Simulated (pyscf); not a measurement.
A first-order saddle from PySCF, ωB97X-D3(BJ)/def2-SVP:

```xyz
9

N     -1.2501    -0.9481     0.8271
Ti    -0.1897     0.3015     0.0683
Cl    -0.9677     1.9344     1.7945
Cl    -1.2635     1.3638    -1.4968
Cl     1.0792    -1.0479    -1.0748
H     -2.0172    -0.6951     1.4477
H     -1.2250    -1.9372     0.5887
Cl     1.8155     0.9743     1.3721
H      0.5963     1.6647     1.9199
```

Surface: singlet, charge 0. Lowest wavenumbers (cm⁻¹): 456i, 39, 132, 137, 150.

### Question
Which two sides does it connect, and which bonds change?

### Answer
H₂N–Ti(Cl)(Cl)–Cl + HCl ⇌ H₂N–Ti(Cl)(Cl)–Cl + HCl, a four-centre exchange read from left to right: Cl–Ti, Cl–H broken and Cl–Ti, Cl–H formed. At ωB97M-D3(BJ)/def2-TZVP it lies +11.3 kcal/mol from the left side and +11.3 kcal/mol from the right (each side as separated species at their lowest minima found). On the reactant side the descent ends in a complex, 5.0 kcal/mol under the separated species and 12.5 kcal/mol under the saddle at ωB97X-D3(BJ)/def2-TZVP. On the product side the descent ends in a complex, 5.0 kcal/mol under the separated species and 12.5 kcal/mol under the saddle at ωB97X-D3(BJ)/def2-TZVP. At ωB97X-D3(BJ) the barrier from the zero used here is 7.5 kcal/mol. This is the saddle that the search found; another between the same sides may lie lower.
